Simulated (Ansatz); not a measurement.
**Be2H2, singlet: from triple and quadruple zeta to the limit**

```xyz
4

Be    0.0000    0.0000    1.0527
Be    0.0000    0.0000   -1.0527
H     0.0000    0.0000    2.4002
H     0.0000    0.0000   -2.4002
```

Connectivity, by distances: BeH–BeH.

Ansatz 0.2.0, RHF determinant, valence electrons correlated. Energies in eV.

| set | X | functions | Hartree–Fock | MP2 correlation | CCSD(T) correlation | time |
| --- | --- | --- | --- | --- | --- | --- |
| def2-TZVPP | 3 | 66 | -826.8271 | -2.3148 | -3.0930 | 0.51 s on 1 thread of Arm Neoverse V1, with other jobs on the host |
| def2-QZVPP | 4 | 132 | -826.9358 | -2.6168 | -3.3509 | 3 s on 1 thread of Arm Neoverse V1, on a shared host |

Hartree–Fock is taken to follow E(X) = E∞ + A·exp(−7.88·√X), correlation E(X) = E∞ + B·X^−2.97.

Q: Work out the CCSD(T) energy at the limit, and how far the shortcut misses it that extrapolates MP2 and adds CCSD(T) minus MP2 from the smaller set.

A: Hartree–Fock: E∞ = E4 + 0.1377·(E4 − E3) = -826.9507. Correlation: E∞ = E4 + 0.7407·(E4 − E3) = -3.5420 for CCSD(T) and -2.8404 for MP2. The limit is -830.4927 eV, 0.206 eV below def2-QZVPP. The shortcut gives a correlation energy of -2.8404 + (-0.7781) = -3.6186, 77 meV lower than the direct value.
